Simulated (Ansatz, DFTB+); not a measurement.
## hcp Os, elastic constant C13

Reference value: 218 GPa (measured, 0 K, extrapolated to 0 K (read from the set's bulk modulus against, 405 at 300 K); as tabulated in Liu et al. (2023), arXiv:2002.00005).

**Question.** Put these levels in order of the elastic constant C13 that they give for hcp Os, smallest first: GFN1-xTB as cut by DFTB+, LDA (Ansatz, an electronic-structure program), PBE (Ansatz), r²SCAN (Ansatz).

**Answer.** GFN1-xTB as cut by DFTB+ (127 GPa), PBE (215 GPa), r²SCAN (232 GPa), LDA (246 GPa)

Unless a cell is named, each level is at its own relaxed cell (GFN1-xTB as cut by DFTB+ 14.43, LDA 13.70, PBE 14.27, r²SCAN 14.02 Å³/atom).

Differences against the reference: GFN1-xTB as cut by DFTB+ -42 %, LDA +12.8 %, PBE -1.4 %, r²SCAN +6.4 %.

The measured value isn't corrected to a static lattice, so vibrations enter the comparison.  Density-functional levels without +SOC have no spin–orbit coupling. GFN1-xTB as cut by DFTB+: the method was fitted mainly to molecules. GFN1-xTB as cut by DFTB+: codes differ in how they cut the long-range tail of xTB's charge interaction in a crystal, so the value belongs to this code. Each level is taken at its own relaxed cell. Cutoffs differ between the levels. Ansatz's density-functional and Hartree–Fock values are scalar-relativistic unless marked +SOC, with PAW data made under PBE.

Differences are worked out from the printed values.
